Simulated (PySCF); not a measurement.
# C5H7N: the cost of one run

Computed with PySCF 2.14.0 and routines of our own; the level stands in each step. Atoms count from 0.

## Step 1: The system as given

13 atoms, charge 0, multiplicity 3; geometry from: GFN2-xTB.

## Step 2: Open-shell or spin-flip excitations: unrestricted TDA CAM-B3LYP/def2-SVPD

Job settings and geometry (Å):

```
{"job": {"kind": "uabs", "xc": "CAM-B3LYP", "basis": "def2-SVPD", "nstates": 10, "tda": true}, "charge": 0, "multiplicity": 3}
C      2.794319    -0.243574     0.173740
C      1.382419     0.022808     0.055542
C      0.163004     0.117233     0.004354
C     -1.185053     0.392456    -0.041102
C     -2.240965    -0.647639     0.165515
N     -1.447055     1.611300    -0.563234
H      3.243976     0.383926     0.946622
H      3.295278    -0.042708    -0.775753
H      2.955621    -1.290400     0.434289
H     -3.017151    -0.269446     0.833141
H     -1.796713    -1.542611     0.593420
H     -2.715233    -0.902823    -0.784861
H     -1.436835     2.411963     0.062005
```

With the program's defaults for keys left out, this is: unrestricted TDA CAM-B3LYP/def2-SVPD, vertical, gas phase, core orbitals frozen in the response.

Launch:

```bash
$ OMP_NUM_THREADS=1 python excited_run.py task.json out
```

The driver reads the jobs from task.json and runs them one after another.

Q: Estimate the wall time and peak memory of this first job on 1 thread of AMD EPYC, shared host.

About 75 s, with a peak of 0.66 GiB.
